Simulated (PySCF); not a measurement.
Bonds (- single, = double, # triple, : aromatic): C1-C2, C2-O3, O3-C4, C4-C5, C4-C6. C1 carries H7, H8, H9; C2 carries H10, H11; C4 carries H12; C5 carries H13, H14, H15; C6 carries H16, H17, H18.

- PBE0-D3(BJ)/def2-TZVP geometry
- shielding tensors at B97-2/pcSseg-2 (GIAO)
- code: PySCF 2.14
- relativity neglected, single conformer, no solvent, rapidly exchanging positions averaged

Chemical shifts δ = σref − σ; ¹³C, ¹H against TMS; ¹⁷O vs H2O, all at this level.

```csv
atoms,nucleus,count,δ (ppm)
C5/C6,¹³C,2,23.7
H13/H14/H15/H16/H17/H18,¹H,6,?
C1,¹³C,1,18.4
H10/H11,¹H,2,3.46
O3,¹⁷O,1,77.4
C4,¹³C,1,77.4
H7/H8/H9,¹H,3,1.19
H12,¹H,1,?
C2,¹³C,1,?
```

Question: Fill in the missing shifts.

Answer: 
- C2: 68.8 ppm, sp3 CH2 bonded to O; the inductive effect lowers its shielding
- H12: 3.49 ppm, hydrogen on an sp3 CH bonded to O; its carbon carries O, an electronegative neighbour
- H13/H14/H15/H16/H17/H18: 1.12 ppm, hydrogen on a methyl carbon

Shifts are as computed. Against solution values, carbons near 30 ppm lie about +3 ppm off and those near 130 ppm about +7 ppm. Of 1309 compounds with measured shifts, 239 miss one by over three times the rms of a fit or turn the order of signals round; such compounds aren't used in these exercises. Experimental scales use liquid or dissolved standards, which lie at an offset from isolated H2O (liquid H2O: subtract about 36 ppm).
